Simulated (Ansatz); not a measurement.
Steps of a relaxation of C2H2N2O2 with RKS PBE0-D4/def2-TZVP.

```sh
$ ansatz run in.yaml --threads 2 --pin off --events-out ev --progress --plain --max-ram 4352MiB
```

```yaml
crystal:
  periodic: [false, false, false]
  atoms:
    - {symbol: N, position_ang: [0.056044, -1.415913, 0.563733]}
    - {symbol: C, position_ang: [-0.431381, -0.168685, 0.308665]}
    - {symbol: N, position_ang: [0.480477, 0.560970, -0.518383]}
    - {symbol: C, position_ang: [0.459815, 1.693246, -0.986989]}
    - {symbol: O, position_ang: [0.554114, 2.752578, -1.489774]}
    - {symbol: O, position_ang: [-1.489128, 0.275549, 0.715480]}
    - {symbol: H, position_ang: [0.957626, -1.717539, 0.199572]}
    - {symbol: H, position_ang: [-0.495568, -2.037306, 1.151896]}
basis:
  gaussian: {orbitals: def2-TZVP}
hamiltonian: {xc: pbe0, dispersion: d4}
relax: {f_tol: 0.005, max_steps: 150}
```

Positions (Å) and forces (eV/Å) along the path, 8 of 8 steps:

```xyz
8
step=1 energy=-9174.7767 eV
N     0.056   -1.416    0.564   -0.067    0.159   -0.009
C    -0.431   -0.169    0.309   -0.528    0.216    0.199
N     0.480    0.561   -0.518   -0.200    0.947   -0.284
C     0.460    1.693   -0.987   -0.011    0.371   -0.152
O     0.554    2.753   -1.490   -0.148   -1.848    0.868
O    -1.489    0.276    0.715    1.223   -0.529   -0.462
H     0.958   -1.718    0.200   -0.616    0.253    0.228
H    -0.496   -2.037    1.152    0.347    0.431   -0.387
8
step=2 energy=-9174.8470 eV
N     0.055   -1.402    0.558   -0.050    0.017    0.027
C    -0.424   -0.165    0.302    0.061    0.049   -0.048
N     0.485    0.554   -0.518   -0.038   -0.119    0.072
C     0.454    1.673   -0.975   -0.045    0.123   -0.029
O     0.538    2.719   -1.466   -0.032   -0.170    0.091
O    -1.470    0.278    0.703    0.167   -0.066   -0.070
H     0.946   -1.701    0.199   -0.150    0.070    0.051
H    -0.492   -2.013    1.141    0.087    0.096   -0.094
8
step=3 energy=-9174.8503 eV
N     0.054   -1.400    0.558   -0.034    0.002    0.027
C    -0.418   -0.164    0.300    0.078    0.031   -0.076
N     0.491    0.549   -0.518    0.065   -0.107    0.015
C     0.452    1.669   -0.972   -0.041    0.038    0.007
O     0.527    2.715   -1.459   -0.018    0.013    0.004
O    -1.461    0.282    0.697   -0.058    0.029    0.028
H     0.941   -1.701    0.201    0.011    0.002   -0.009
H    -0.495   -2.007    1.138   -0.003   -0.008    0.004
8
step=4 energy=-9174.8514 eV
N     0.054   -1.400    0.559   -0.015   -0.008    0.008
C    -0.413   -0.164    0.295    0.022    0.043   -0.003
N     0.498    0.545   -0.521    0.095   -0.079   -0.026
C     0.450    1.667   -0.970   -0.036    0.029    0.004
O     0.516    2.715   -1.452   -0.012    0.028   -0.004
O    -1.455    0.287    0.691   -0.068    0.021    0.018
H     0.939   -1.704    0.203    0.033   -0.013   -0.015
H    -0.498   -2.003    1.139   -0.018   -0.022    0.017
8
step=5 energy=-9174.8528 eV
N     0.053   -1.400    0.562    0.042    0.003    0.004
C    -0.396   -0.159    0.291   -0.187   -0.025    0.007
N     0.522    0.536   -0.526    0.125    0.039   -0.059
C     0.447    1.662   -0.967   -0.007    0.040   -0.003
O     0.483    2.716   -1.439   -0.003   -0.028    0.009
O    -1.439    0.302    0.676    0.021    0.006    0.027
H     0.935   -1.717    0.210    0.028   -0.021   -0.007
H    -0.512   -1.997    1.136   -0.019   -0.014    0.021
8
step=6 energy=-9174.8534 eV
N     0.052   -1.400    0.564   -0.008   -0.051    0.028
C    -0.397   -0.161    0.289    0.024    0.114   -0.065
N     0.532    0.533   -0.529   -0.020   -0.022    0.022
C     0.447    1.661   -0.966   -0.002   -0.027    0.010
O     0.474    2.716   -1.434    0.001    0.015   -0.005
O    -1.437    0.309    0.672   -0.006   -0.033    0.018
H     0.934   -1.719    0.209    0.003   -0.005    0.000
H    -0.513   -1.997    1.139    0.008    0.009   -0.008
8
step=7 energy=-9174.8536 eV
N     0.053   -1.400    0.564   -0.001    0.000    0.002
C    -0.396   -0.160    0.287   -0.003    0.004   -0.001
N     0.531    0.533   -0.529    0.002    0.002   -0.002
C     0.447    1.661   -0.966    0.001    0.000    0.000
O     0.475    2.717   -1.434    0.000    0.001    0.000
O    -1.437    0.307    0.672    0.002   -0.005    0.001
H     0.934   -1.721    0.210   -0.001   -0.001    0.001
H    -0.514   -1.995    1.139    0.000    0.000   -0.001
8
step=8 energy=-9174.8536 eV
N     0.054   -1.399    0.565    0.000    0.000    0.000
C    -0.396   -0.160    0.287    0.000    0.000    0.000
N     0.531    0.533   -0.530    0.000    0.000    0.000
C     0.447    1.662   -0.966    0.000   -0.001    0.001
O     0.475    2.717   -1.434    0.000    0.001    0.000
O    -1.437    0.306    0.672    0.000    0.000    0.000
H     0.934   -1.721    0.210    0.000    0.000    0.000
H    -0.514   -1.995    1.139    0.000    0.000    0.000
```

Hardware: 2 threads of an INTEL XEON PLATINUM 8581C on a shared host. Wall time 25 s, peak host memory 0.43 GiB.
